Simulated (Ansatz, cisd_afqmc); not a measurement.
System: CHN, charge 0, singlet.
NHTBH set geometry:
```
C
N 1 1.1884
H 1 1.1823 2 72.01
```
Charge 0, spin multiplicity 1.

Total energies in aug-cc-pVTZ, 10 correlated electrons, 2 frozen orbitals. Radicals and triplets start from unrestricted determinants; spin-orbit coupling is neglected. Cores are frozen in correlated methods. No relativity. AFQMC/CISD: phaseless, guided by CISD from CCSD amplitudes; bars are statistical, one sigma. Outlying blocks are dropped, and bars are widened where a walk drifts. Over all cases where full CI ran beside it in this data, AFQMC minus full CI had a median of +0.1 mEh and passed +0.4 mEh in a tenth of the cases. The T1 diagnostic of CHN (saddle point or complex, singlet) reaches 0.027 in the sets run.

```json
[
 {"method": "HF", "program": "Ansatz", "energy (Eh)": "-92.83362", "minus CCSDT(Q) (mEh)": "373.40"},
 {"method": "MP2", "program": "Ansatz", "energy (Eh)": "-93.17665", "minus CCSDT(Q) (mEh)": "30.36"},
 {"method": "CCSD", "program": "Ansatz", "energy (Eh)": "-93.18624", "minus CCSDT(Q) (mEh)": "20.77"},
 {"method": "CCSD(T)", "program": "Ansatz", "energy (Eh)": "-93.20540", "minus CCSDT(Q) (mEh)": "1.61"},
 {"method": "CCSDT(Q)", "program": "Ansatz", "energy (Eh)": "-93.20701", "minus CCSDT(Q) (mEh)": "0.00"},
 {"method": "AFQMC/CISD", "program": "cisd_afqmc", "energy (Eh)": "-93.2062 ± 0.0005", "minus CCSDT(Q) (mEh)": "0.8 ± 0.5"}
]
```

Rough core times of Ansatz's runs on a shared machine: CCSD(T) under 20 s, CCSDT(Q) 7 min.

Ansatz is an electronic-structure program.
